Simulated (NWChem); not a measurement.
hydrogen isocyanide (CHN); SMILES [NH+]#[C-]

Computed with NWChem. All runs use the structure optimised with PBE-D3(BJ)/def2-SVP. Level: M06-2X/def2-SVP with SMD (1 M gas to 1 M solution), gas-phase geometry.

Task: Order these by “cavity-dispersion-structure term (kcal/mol)”, lowest first: ethyl acetate; water; 1-propanol.

Result: ethyl acetate (2.5), 1-propanol (4.4), water (6.6)
